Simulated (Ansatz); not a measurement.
**AlC2: from a trial structure to a relaxed crystal**

Level of theory: Ansatz, DFT PBE, scalar-relativistic, plane waves, PAW. Cutoff 420 eV, Γ-centred k mesh, Gaussian smearing, no spin polarisation in the final step.

The start puts AlC2 on the cadmium chloride structure type (R-3m, No. 166), with Al in place of Cd, C in place of Cl, at a guessed volume.

```xyz
3
Lattice="1.4396 0.8312 4.3480 -1.4396 0.8312 4.3480 0.0000 -1.6623 4.3480" Properties=species:S:1:pos:R:3 pbc="T T T"
Al    0.0000    0.0000    0.0000
C     0.0000    0.0000    9.7829
C     0.0000    0.0000    3.2610
```

Cell and atoms relax at zero pressure; the relaxation can't lower the symmetry of the start. After a coarse first stage the cell is made exact in the group found at 0.06 Å.

Energies over the elements count from the elements' standard structures at the same level, with no empirical corrections.

Question: Which crystal results?

Answer: It keeps R-3m (No. 166), but not the shape of the type it started on. Conventional cell: a = 2.573 Å, c = 15.031 Å. Al has 2 C at 2.41 Å, 6 Al at 2.57 Å and 6 C at 3.00 Å; around C lie 3 C at 1.50 Å.

Space group R-3m:H (No. 166). a = 2.573 Å, b = 2.573 Å, c = 15.031 Å, α = 90.00°, β = 90.00°, γ = 120.00°
```json
{"atom": "Al", "site": "3a", "symmetry": "-3m", "x": "0.0000", "y": "0.0000", "z": "0.0000"}
{"atom": "C", "site": "6c", "symmetry": "3m", "x": "0.0000", "y": "0.0000", "z": "0.8399"}
```

Question: What are its volume, energy, density and gap?

Answer: The volume per atom is 9.57 Å³. The density is 2.95 g/cm³. The energy over the elements is 0.38 eV/atom. The gap on the 24×24×24 mesh is 0 eV (a metal).

The final run used a 24×24×24 mesh on its 3-atom cell and 0.10 eV smearing. The k mesh leaves about 4 meV/atom of noise in metals. A structure relaxed within its symmetry needn't be a true minimum.

Cost: 3 runs of about 4.7 core-minutes in all, on Arm Neoverse V1 (shared hosts).